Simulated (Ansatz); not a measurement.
This geometry of HS$_{2}$Si (4 atoms, charge 0, multiplicity 2) is a first-order saddle point.

Computed with UKS BHLYP-D4/def2-SVP (Ansatz).

```xyz
4
Properties=species:S:1:pos:R:3
S -0.924 -0.425 1.342
Si 0.141 0.087 -0.328
S 0.076 0.440 -2.229
H 0.707 -0.101 1.215
```

Problem. Which two structures does it join? (They come from a converged band through this point; their orientation in space is the band's.)

Solution. Bonds broken: Si2–H4. Bonds formed: S1–H4.

Image 0:

```xyz
4
Properties=species:S:1:pos:R:3
S -1.548 -0.483 1.064
Si 0.151 0.032 -0.017
S 0.074 0.382 -1.925
H 1.323 0.069 0.878
```

Image 6:

```xyz
4
Properties=species:S:1:pos:R:3
S -0.585 -0.317 1.102
Si 0.512 0.218 -0.652
S -0.404 0.383 -2.373
H 0.477 -0.283 1.923
```

Problem. How far does it lie above each of them?

Solution. 29.1 kcal/mol above the first and 33.6 kcal/mol above the second. This is the barrier of this one path; another mechanism may lie lower.

Time of the run: 87 s on 1 thread of Arm Neoverse V2 (shared host), peak memory 0.16 GiB.
